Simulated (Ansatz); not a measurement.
[H···H···NH], triplet in cc-pVTZ: errors against UCCSDT(Q)

Geometry: a point of a hydrogen-transfer path between rigid fragments, not a stationary point.

```xyz
4

H    -1.8429    0.0594    0.0000
H    -1.0639    0.0594    0.0000
N     0.1771    0.0594    0.0000
H     0.4462   -0.9448    0.0000
```

Basis cc-pVTZ; Ansatz 0.2.0. Correlated methods freeze the noble-gas cores, which leaves 8 electrons in 71 orbitals. R marks a restricted (for open shells ROHF) determinant, U an unrestricted one. Active spaces: pair = (4e, 4o) about the gap; valence = (8e, 7o) chosen from the atoms' valence shells.

Full CI isn't at hand for all of this; UCCSDT(Q) serves as the reference, and is uncertain by about the last step of the cluster series. The frozen core follows each run's orbitals, which can shift R against U totals by a few meV.

```
UHF ⟨S²⟩                          : 2.037
T1 diagnostic (RCCSD)             : 0.0322
largest doubles amplitude (RCCSD) : 0.029
T1 diagnostic (UCCSD)             : 0.0178
```

| level | E − E(UCCSDT(Q)) (meV) | share of correlation (%) | wall time |
| --- | --- | --- | --- |
| RHF | 6348 | 0.00 | – |
| UHF | 5972 | 5.93 | – |
| RMP2 | 850 | 86.61 | – |
| UMP2 | 875 | 86.21 | – |
| RCCSD | 194 | 96.95 | – |
| UCCSD | 186 | 97.07 | – |
| RCCSD(T) | 24 | 99.62 | 8.5 s |
| UCCSD(T) | 23 | 99.63 | 9 s |
| BCCD(T) | 24 | 99.63 | 2.7 s |
| RCCSDT | 8 | 99.88 | – |
| UCCSDT | 6 | 99.91 | – |
| RCCSDT(Q) | 2 | 99.97 | 4.7 s (H100) |
| CASSCF (pair space) | 5680 | 10.51 | – |
| NEVPT2 (pair space) | 790 | 87.55 | 1.6 s (H100) |
| MRCISD (pair space) | 394 | 93.80 | – |
| MRCISD+Q (pair space) | 61 | 99.03 | 2.1 s (H100) |
| CASSCF (valence space) | 4825 | 23.98 | – |
| NEVPT2 (valence space) | 858 | 86.49 | 1.5 s |
| MRCISD (valence space) | 276 | 95.65 | – |
| MRCISD+Q (valence space) | 44 | 99.31 | 2.2 s (H100) |
| MRCISD+Q(relaxed) (valence space) | 12 | 99.82 | 3 s (H100) |

The correlation energy at UCCSDT(Q), counted from RHF, is -6.348 eV. That run took 4.2 s on 2 threads of AMD EPYC 7R13 with a shared H100 80 GB, shared host.

Times hold each run's SCF and search for its determinant on a shared host, so for small cases they say little of a method's own cost; rows without a card ran on 1 thread of AMD EPYC 7R13.

Natural occupations of CASSCF (valence space) about the gap: 1.995 1.974 1.973 1.001 1.000 0.029 0.028; effectively unpaired electrons, Σ n²(2−n)², 2.01.
